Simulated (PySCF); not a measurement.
ammonia: calculation against experiment

**What was measured.**

From NIST CCCBDB Release 22 (SRD 101), experimental polarizabilities, for the gas: mean polarisability 2.103 Å³.

How close the calculation comes is told at the end.

Ammonia, NH3.
SMILES with atom numbers: `[NH3:1]` (hydrogens: H2, H3, H4 on N1)

Structure used (GFN2-xTB), in Å, numbered top down from 1:
```
atom  x, y, z in Å
N1     0.0056    0.0027    0.2693
H2     0.9245   -0.1961   -0.1068
H3    -0.6303   -0.7005   -0.0865
H4    -0.2895    0.8987   -0.0989
```

The PySCF runs (gas phase, on this GFN2-xTB geometry; no spin–orbit coupling):

| level | job | basis functions | wall time |
| --- | --- | --- | --- |
| CAM-B3LYP/def2-SVPD | 8 singlets by full TDDFT, 3 Tamm–Dancoff triplets, polarisability | 44 | 0.7 s |

Hardware: an Arm Neoverse V2 with one thread, no GPU, shared host.

**Comparison with experiment**

**Mean polarisability.** Measured: 2.103 Å³ (NIST CCCBDB Release 22 (SRD 101), experimental polarizabilities).

```csv
level,computed (Å³),computed − measured (Å³),% (from the printed values)
CAM-B3LYP/def2-SVPD,1.974,-0.129,-6
```

The computed values are static and purely electronic, with core orbitals frozen in the response (1 au = 0.148185 Å³). The table of measured values doesn't say here whether a value is static or optical, or holds a vibrational part.

No measured geometry was used, and the causes of the misses weren't examined.
